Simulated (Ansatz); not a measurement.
input.yaml (Ansatz)

```yaml
crystal:
  lattice:
    - [3.1494253305, 0.0, 0.0]
    - [-1.5747126652, 2.7274823435, 0.0]
    - [0.0, 0.0, 5.0704063552]
  atoms:
    - { symbol: Zr, position: [0.3333333333, 0.6666666667, 0.25], spin: 1.0, spin_axis: [0, 0, 1] }
    - { symbol: Zr, position: [0.6666666667, 0.3333333333, 0.75], spin: 1.0, spin_axis: [0, 0, 1] }
hamiltonian:
  xc: lda
  pseudopotentials:
    kind: paw_fr
    azcp:
      Zr: "pseudopotentials/Zr.paw.azcp"
basis:
  ecutwfc: 420
  fft_grid_basis: typed
kpoints:
  mp_grid: { grid: [11, 11, 6], shift: [0, 0, 0] }
magnetization:
  noncollinear: true
  spin_orbit: true
scf:
  occupations: { method: fermi_dirac, width: 0.05 }
```

and its output:

```
Warning: the record states the generating functional pbe (its physics header spells it `PBE`), which answers neither for hamiltonian.xc's functional nor for the lda family's — results may be inconsistent (PPs are generated against a specific XC)
Engine: ansatz 0.2.0, aarch64-unknown-linux-gnu
Pseudopotentials: kind: paw_fr
Pseudopotential: Zr, paw_fr, valence charge 12, recommended cutoff 420 eV (normal) 
Functional definition: SPW92
  exchange = slater_x
  correlation = pw_c
Crystal: 2 atoms, lattice volume = 43.555 Å³
Basis set: ecut = 420 eV, 845 PW (Γ)
Bands: 32, of which v1, the nominal top of the filled ones, is band 24 counted from 1 (23 counted from 0)
Symmetry: 12 space group operations + 12 with time reversal
Magnetic group: BNS 194.270 (UNI 1500), of the structure as read, at distance tolerance 3.5e-5 Å
k-points: 64 of 726 (time reversal used)
Projection manifold: j_resolved (fully-relativistic pseudo-atomic orbitals)
Non-local potential: Zr, projectors of the file, l = 0: 3, l = 1: 4, l = 2: 4, l = 3: 4
PAW form: soft (Blöchl's): semilocal exchange-correlation on the pseudo side does not see the compensation charge
PAW frozen core: Zr, regenerated for the run's functional, and the local potential with it (the file was generated under x = pbe(κ = 0.804, μ = 0.2195149727645171), c = pbe(β = 0.06672455060314922))
PAW one-centre angular grid: Zr, 590 points (default); XC on 64 Gauss nodes
Initial density: superposition of atomic densities (chi_scale 0.1, normalization cell)
Starting moments: Σ|m| = 2 μB on 2 of 2 sites
Initial wavefunctions: pseudopotential atomic-orbital guess
Functional: x = slater, c = lda
iter 1 solved again at ethr=1.79e-3 eV; its pass at ethr=3.10e-3 eV (dr2=4.29e-1 eV) is discarded
SCF iter   1: F=—  HF=-8156.512980 eV  |F-HF|=—  |Δ(HF+E_count)|=         —  Δρ=7.43e-2  dr2=4.39e-1  dr2_m=5.51e-1  ethr=1.79e-3  |M|=4.12e-1 ∫|m|=4.12e-1 μB  |m|>n=0.0e0 m-floor=0.0e0 τ_xc=0.0e0  β_m=0.30  ⟨swp⟩=1.0  Hψ=11824  notcnv=0
SCF iter   2: F=—  HF=-8156.543245 eV  |F-HF|=—  |Δ(HF+E_count)|=   3.03e-2  Δρ=5.44e-2  dr2=2.52e-1  dr2_m=2.96e-1  ethr=1.79e-3  |M|=3.18e-1 ∫|m|=3.18e-1 μB  |m|>n=0.0e0 m-floor=0.0e0 τ_xc=4.7e-21  β_m=0.30  ⟨swp⟩=2.1  Hψ=2492  notcnv=0
SCF iter   3: F=—  HF=-8156.504900 eV  |F-HF|=—  |Δ(HF+E_count)|=   3.83e-2  Δρ=3.95e-2  dr2=3.78e-3  dr2_m=1.55e-1  ethr=1.05e-3  |M|=2.51e-1 ∫|m|=2.51e-1 μB  |m|>n=0.0e0 m-floor=0.0e0 τ_xc=5.2e-21  β_m=0.30  ⟨swp⟩=2.9  Hψ=4066  notcnv=0  defer=3
SCF iter   4: F=—  HF=-8156.538511 eV  |F-HF|=—  |Δ(HF+E_count)|=   3.36e-2  Δρ=2.92e-2  dr2=1.04e-3  dr2_m=8.50e-2  ethr=1.57e-5  |M|=1.92e-1 ∫|m|=1.92e-1 μB  |m|>n=0.0e0 m-floor=0.0e0 τ_xc=4.9e-21  β_m=0.30  ⟨swp⟩=2.5  Hψ=4259  notcnv=0  defer=4
SCF iter   5: F=—  HF=-8156.558044 eV  |F-HF|=—  |Δ(HF+E_count)|=   1.95e-2  Δρ=2.15e-2  dr2=3.51e-5  dr2_m=4.62e-2  ethr=4.35e-6  |M|=1.49e-1 ∫|m|=1.49e-1 μB  |m|>n=0.0e0 m-floor=0.0e0 τ_xc=4.0e-21  β_m=0.30  ⟨swp⟩=3.0  Hψ=3814  notcnv=0  defer=4
SCF iter   6: F=—  HF=-8156.568915 eV  |F-HF|=—  |Δ(HF+E_count)|=   1.09e-2  Δρ=1.59e-2  dr2=9.27e-6  dr2_m=2.52e-2  ethr=1.46e-7  |M|=1.17e-1 ∫|m|=1.17e-1 μB  |m|>n=0.0e0 m-floor=0.0e0 τ_xc=3.2e-21  β_m=0.30  ⟨swp⟩=2.1  Hψ=3747  notcnv=0  defer=5
SCF iter   7: F=—  HF=-8156.575050 eV  |F-HF|=—  |Δ(HF+E_count)|=   6.13e-3  Δρ=1.18e-2  dr2=1.50e-6  dr2_m=1.38e-2  ethr=3.86e-8  |M|=9.26e-2 ∫|m|=9.26e-2 μB  |m|>n=0.0e0 m-floor=0.0e0 τ_xc=2.3e-21  β_m=0.30  ⟨swp⟩=2.0  Hψ=3721  notcnv=0  defer=5
Mixer restart at iter 7: flushing history
spin-set hold released at iteration 7 (site moments contracting): the magnetisation degrees of freedom join the quasi-Newton model from the next iteration; the mixer history was flushed
SCF iter   8: F=—  HF=-8156.578550 eV  |F-HF|=—  |Δ(HF+E_count)|=   3.50e-3  Δρ=8.72e-3  dr2=1.71e-6  dr2_m=7.59e-3  ethr=6.24e-9  |M|=7.30e-2 ∫|m|=7.30e-2 μB  |m|>n=0.0e0 m-floor=0.0e0 τ_xc=1.7e-21  β_m=0.65  ⟨swp⟩=2.2  Hψ=3693  notcnv=0  defer=5
SCF iter   9: F=—  HF=-8156.583378 eV  |F-HF|=—  |Δ(HF+E_count)|=   4.83e-3  Δρ=5.05e-4  dr2=7.48e-7  dr2_m=2.55e-5  ethr=6.24e-9  |M|=8.79e-3 ∫|m|=8.79e-3 μB  |m|>n=0.0e0 m-floor=0.0e0 τ_xc=8.6e-23  β_m=0.82  ⟨swp⟩=3.0  Hψ=4231  notcnv=0  defer=5
SCF iter  10: F=—  HF=-8156.583428 eV  |F-HF|=—  |Δ(HF+E_count)|=   5.02e-5  Δρ=1.77e-4  dr2=1.64e-7  dr2_m=3.14e-6  ethr=3.12e-9  |M|=3.12e-3 ∫|m|=3.12e-3 μB  |m|>n=0.0e0 m-floor=0.0e0 τ_xc=1.2e-23  β_m=0.91  ⟨swp⟩=2.0  Hψ=3680  notcnv=0  defer=3
SCF iter  11: F=—  HF=-8156.583436 eV  |F-HF|=—  |Δ(HF+E_count)|=   7.38e-6  Δρ=2.31e-5  dr2=2.41e-7  dr2_m=1.48e-8  ethr=4.17e-10  |M|=1.96e-4 ∫|m|=1.99e-4 μB  |m|>n=0.0e0 m-floor=0.0e0 τ_xc=6.5e-26  β_m=0.78  ⟨swp⟩=3.0  Hψ=5071  notcnv=0
SCF iter  12: F=—  HF=-8156.583436 eV  |F-HF|=—  |Δ(HF+E_count)|=   6.94e-8  Δρ=4.40e-6  dr2=3.56e-10  dr2_m=1.93e-9  ethr=4.17e-10  |M|=2.61e-5 ∫|m|=4.48e-5 μB  |m|>n=0.0e0 m-floor=0.0e0 τ_xc=5.9e-27  β_m=0.89  ⟨swp⟩=1.0  Hψ=5879  notcnv=0
SCF iter  13: F=—  HF=-8156.583436 eV  |F-HF|=—  |Δ(HF+E_count)|=   4.29e-9  Δρ=9.13e-7  dr2=3.85e-10  dr2_m=5.00e-11  ethr=1.48e-12  |M|=2.38e-6 ∫|m|=7.31e-6 μB  |m|>n=0.0e0 m-floor=0.0e0 τ_xc=1.6e-28  β_m=0.79  ⟨swp⟩=3.0  Hψ=4763  notcnv=0
SCF iter  14: F=-8156.583436 eV  HF=-8156.583436 eV  |F-HF|=1.82e-12  |Δ(HF+E_count)|=  6.73e-11  Δρ=1.91e-7  dr2=3.95e-13  dr2_m=3.65e-12  ethr=1.48e-12  |M|=5.06e-7 ∫|m|=1.70e-6 μB  |m|>n=0.0e0 m-floor=0.0e0 τ_xc=1.3e-30  ⟨swp⟩=2.0  Hψ=3834  notcnv=0
WARN: the starting moments were not kept: the SCF closed with an absolute magnetisation of 1.7e-6 μB, where they sum to 2 μB in size (2 sites). That is at most 0.1 of that sum. Measured as dr2_m measures the in/out step, that magnetisation stands 2.7e-13 eV from none, at or under the dr2_threshold of 1.0e-7 eV: it is no larger than a step whose dr2_m would equal this threshold. The system may hold no moment; this SCF shows only that its start led to no more than that. To try another start: raise the starting moments (crystal.atoms[].spin, magnetization.per_species, magnetization.initial_magnetization, or on a non-collinear deck that types none of these the spinor_matrix: blocks that start its atoms; where the total moment is fixed, keep their sum and leave initial_magnetization as it is; typed ones take the place of any that the run laid by itself, positive ones on a crystal's lanthanoids without a Hubbard term where scf.initial_density.shell_occupations: [] is typed) or, if the notice of its spin-set hold's release reads "site moments contracting" or "site moments show no strong build", lengthen the hold (scf.mixing.spin_hold: { on: { confirm: 4 } }; for m-r²SCAN on two components see the key's manual first). Each may lead to a state that holds a moment. A second SCF, from the converged charge density, with the starting moments and any scf.initial_density.shell_occupations laid on it anew, would have followed, and was not run: the deck does not ask for one (magnetization.retry_lost_moments is false, the default). To let it run, set magnetization.retry_lost_moments: true and run the deck again, where that key's refused combinations let it; where memory then withholds it, that run's warning says so.
SCF 1 converged in 14 iterations: F = -8156.583436 eV  dr2 = 3.95e-13
SCF converged after 14 iterations
Magnetization: |M| = 0.0000 μB,  M = (+0.0000, +0.0000, -0.0000) μB
Absolute magnetization: 0.0000 μB (∫|m|, with the PAW one-centre terms)
  site 0: m = (-0.0000, +0.0000, -0.0000) μB, |m| = 0.0000 μB  (R = 1.29 Å)
  site 1: m = (+0.0000, -0.0000, -0.0000) μB, |m| = 0.0000 μB  (R = 1.29 Å)
Free energy (F): -8156.583436 eV
Harris-Foulkes:  -8156.583436 eV  (|F-HF|=1.82e-12)
Internal energy: -8156.567515 eV  (E = F + TS)
E sigma→0 (E₀):  -8156.575475 eV
Entropy (-TS):   -0.015920 eV (-7.960 meV/atom)
Fermi energy:    14.845537 eV
--- Per-component energies (eV) ---
  E_band       = -170.726859
  E_kinetic    = 669.390087
  E_local      = -1200.799108  (includes V_loc(G=0)·N_el)
  E_nonlocal   = 170.360366
  E_hartree    = 370.318626
  E_xc         = -321.515412
  E_vxc        = -381.978793  (∫ρ·V_xc dr)
  E_paw        = -5700.596598  (= ΣΔE_a)
  E_vpaw       = -168.336731  (= ΣTr[D̂ρ^β])
  E_aug_tail   = 0.000047  (compensation charges beyond the density's cutoff)
  E_ewald      = -2144.468997
  E_core_change = 0.743473  (= ΣΔE_core)
  E_smearing   = -0.015920  (= −TS)
  E_closure    = -0.000000  (closes the sum)
  Σ components = -8156.583436   (vs F -8156.583436, Δ=0.00e0)
```
